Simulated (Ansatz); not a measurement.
**GaMo: from a trial structure to a relaxed crystal**

Method: Ansatz, DFT PBE, scalar-relativistic, plane waves, PAW. Cutoff 420 eV, Γ-centred k mesh, Gaussian smearing, no spin polarisation in the final step.

GaMo was placed on the tungsten carbide structure type (P-6m2, No. 187), with Ga in place of W, Mo in place of C, at a guessed volume.

```
Ga Mo
1.0
     3.25669    0.00000    0.00000
    -1.62834    2.82037    0.00000
     0.00000    0.00000    3.17641
Ga Mo
1 1
Direct
  0.00000 0.00000 0.00000
  0.66667 0.33333 0.50000
```

Cell and atoms relax at zero pressure; the relaxation can't lower the symmetry of the start. After a coarse first stage the cell is made exact in the group found at 0.06 Å.

Energies over the elements count from the elements' standard structures at the same level, with no empirical corrections.

**Question.** Describe the relaxed structure.

**Answer.** It keeps P-6m2 (No. 187), but not the shape of the type it started on. Conventional cell: a = 2.871 Å, c = 4.377 Å. Around Ga lie 6 Mo at 2.75 Å and 6 Ga at 2.87 Å; around Mo lie 6 Ga at 2.75 Å and 6 Mo at 2.87 Å.

Space group P-6m2 (No. 187). a = 2.871 Å, b = 2.871 Å, c = 4.377 Å, α = 90.00°, β = 90.00°, γ = 120.00°
```tsv
atom	site	symmetry	x	y	z
Ga	1a	-6m2	0.0000	0.0000	0.0000
Mo	1f	-6m2	0.6667	0.3333	0.5000
```

**Question.** What are its volume, energy, density and gap?

**Answer.** The volume per atom is 15.62 Å³, the density is 8.80 g/cm³ and the energy over the elements is 0.01 eV/atom. The gap on the 24×24×12 mesh is 0 eV (a metal).

The final run used a 24×24×12 mesh on its 2-atom cell and 0.10 eV smearing. For metals, differences of a few meV/atom aren't resolved. Symmetry constrained the relaxation, so the result can be a saddle point.

Cost: 3 runs of about 3.1 core-minutes in all, on Arm Neoverse V1 (shared hosts).